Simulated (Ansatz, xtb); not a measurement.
System: C$_{3}$H$_{3}$ (charge 0, doublet). It need not be the lowest isomer of its formula. 
Geometry from a B3LYP-D3(BJ)/def2-TZVP (Ansatz, a first-principles code) optimisation:
SMILES: [C]1=CC1
```xyz
6

C     -0.0052    -0.1070     0.8407
C     -0.0136    -0.6985    -0.5211
C      0.0146     0.5694    -0.6193
H      0.9105    -0.0873     1.4256
H     -0.9230    -0.0470     1.4195
H      0.0376     1.5512    -1.0470
```
Charge 0, spin multiplicity 2.

Harmonic wavenumbers from GFN2-xTB (xtb, at its own minimum), cm⁻¹: 631, 741, 754, 848, 970, 1024, 1135, 1455, 1817, 3026, 3029, 3250.

Task: Give the harmonic wavenumbers at B3LYP-D3(BJ)/def2-TZVP (Ansatz, finite differences of forces, unscaled).

Result: 624, 639, 765, 877, 1008, 1042, 1083, 1510, 1770, 3071, 3149, 3335 cm⁻¹. Zero-point energy 27.0 kcal/mol.

Task: From these and the geometry, give the ideal-gas thermochemistry at 298.15 K and 1 atm (rigid rotor, harmonic oscillator).

Result: Point group Cs, rotational symmetry number 1. Rotational constants 38.37, 21.09, 14.98 GHz. S(trans) 36.92, S(rot) 20.81, S(vib) 1.44, S(elec, spin only) 1.38, S 60.5 cal/(mol K). H(298) - H(0) 2.71 kcal/mol; G - E(el) 11.6 kcal/mol.
